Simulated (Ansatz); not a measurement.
bcc Cs was calculated with PBEsol in Ansatz (plane waves, PAW).

Run with plane-wave cutoff 520 eV, 16×16×16 k mesh, Fermi–Dirac smearing 0.048 eV (set by the program), scalar-relativistic PAW data made under PBE.

Cell (relaxed at this level):

```yaml
crystal:
  lattice:
    - [-3.00632, 3.00632, 3.00632]
    - [3.00632, -3.00632, 3.00632]
    - [3.00632, 3.00632, -3.00632]
  atoms:
    - { symbol: Cs, position: [0.00000, 0.00000, 0.00000] }
```

Task: Estimate the elastic constant C12, elastic constant C11, elastic constant C44 and polycrystal shear modulus (Hill average) that the calculation returns.

Result: 
* **elastic constant C12**: 1.92 GPa
* **elastic constant C11**: 2.32 GPa
* **elastic constant C44**: 1.48 GPa
* **polycrystal shear modulus (Hill average)**: 0.69 GPa

Measured, for comparison: elastic constant C12 2.16 GPa, elastic constant C11 2.6 GPa, elastic constant C44 1.6 GPa (temperature not stated, no zero-point or thermal correction; as tabulated in arXiv:1601.06701). Computed (rounded) less measured: elastic constant C12 -11 %, elastic constant C11 -11 %, elastic constant C44 -8 %.

Elastic constants are with the ions relaxed.

Spin–orbit coupling is not included.

The computed numbers hold no vibrational or temperature effects.

Cost on a shared machine: about 4 core-minutes (a rough figure).

Ansatz is an electronic-structure program.
